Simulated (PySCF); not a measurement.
**Which determinant of LiP lies lowest?**

Unrestricted PBE0; Li jorge-DZP-DKH, P jorge-DZP-DKH; spin-free X2C with a Gaussian nucleus (PySCF 2.14). Outer shells of the fragments: Li 2s1; P 3s2 3p3.

Followed along the bond (rough minima from three points):

```json
{"2Ms+1": "3", "unpaired": "π ↑↑", "⟨S²⟩ at the start": "2.01", "R at minimum (Å)": "2.36", "Te (eV)": "0.00"}
{"2Ms+1": "1", "unpaired": "π ↑↓", "⟨S²⟩ at the start": "1.01", "R at minimum (Å)": "2.36", "Te (eV)": "0.33"}
{"2Ms+1": "3", "unpaired": "σ ↑, π ↑", "⟨S²⟩ at the start": "2.01", "R at minimum (Å)": "2.24", "Te (eV)": "0.70"}
{"2Ms+1": "1", "unpaired": "σ ↓, π ↑", "⟨S²⟩ at the start": "1.01", "R at minimum (Å)": "2.25", "Te (eV)": "1.04"}
{"2Ms+1": "1", "unpaired": "none", "⟨S²⟩ at the start": "0.00", "R at minimum (Å)": "2.34", "Te (eV)": "1.40"}
```

Solutions found at the starting distance of 2.350 Å, counted from the lowest of them; the search is not exhaustive and high or unbound solutions are not listed, so other states can lie among these:

```json
{"2Ms+1": "3", "unpaired": "π ↑↑", "term": "³Σ⁻", "E (eV)": "0.00", "⟨S²⟩": "2.01", "⟨Lz²⟩": "0.00", "μ (D)": "-6.54"}
{"2Ms+1": "1", "unpaired": "π ↑↓", "term": "mixed", "E (eV)": "0.33", "⟨S²⟩": "1.01", "⟨Lz²⟩": "2.02", "μ (D)": "-6.50"}
{"2Ms+1": "3", "unpaired": "σ ↑, π ↑", "term": "³Π", "E (eV)": "0.73", "⟨S²⟩": "2.01", "⟨Lz²⟩": "1.01", "μ (D)": "-6.41"}
{"2Ms+1": "1", "unpaired": "σ ↓, π ↑", "term": "mixed", "E (eV)": "1.06", "⟨S²⟩": "1.01", "⟨Lz²⟩": "1.02", "μ (D)": "-6.43"}
{"2Ms+1": "1", "unpaired": "none", "term": "mixed", "E (eV)": "1.40", "⟨S²⟩": "0.00", "⟨Lz²⟩": "2.00", "μ (D)": "-6.24"}
{"2Ms+1": "5", "unpaired": "σ ↑↑, π ↑↑", "term": "⁵Σ⁻", "E (eV)": "2.24", "⟨S²⟩": "6.00", "⟨Lz²⟩": "0.00", "μ (D)": "4.35"}
```

A term symbol is given only where ⟨S²⟩ and ⟨Lz²⟩ are close to those of a pure state; real π, δ and φ orbitals otherwise mix terms. A positive dipole means Li(−)P(+).

Counting both spins, an empty level lies below a filled one in some of these solutions, because spin and occupation are held.
